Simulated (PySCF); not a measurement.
## Relaxation of singlet Li₂O

Computed with PBE0/[O def2-TZVP, Li def2-TZVP], no relativity, density fitting, PySCF. A (50,194) grid was used.

A hand-made bent start, of C2v symmetry, held to at least that symmetry:

```xyz
3
charge 0 multiplicity 1, angstrom
O     0.0000    0.0000   -0.5254
Li    1.6055    0.0000    0.5988
Li   -1.6055    0.0000    0.5988
```

Optimiser trace:
| step | E − E(last) (kJ/mol) | largest gradient (Eh/bohr) |
| --- | --- | --- |
| 0 | 133.82 | 0.05876 |
| 1 | 81.06 | 0.04889 |
| 2 | 11.93 | 0.01345 |
| 3 | 8.82 | 0.00687 |
| 4 | 6.28 | 0.00646 |
| 5 | 2.69 | 0.00572 |
| 6 | 1.27 | 0.00557 |
| 7 | 0.22 | 0.00100 |
| 8 | 0.03 | 0.00144 |
| 9 | 0.00 | 0.00008 |
| 10 | 0.00 | 0.00001 |

It ends at D∞h with O–Li 1.605 Å (×2); Li–O–Li 180.0°. No frequency check is given, so it may be a saddle point. Other isomers or separated fragments may lie lower.
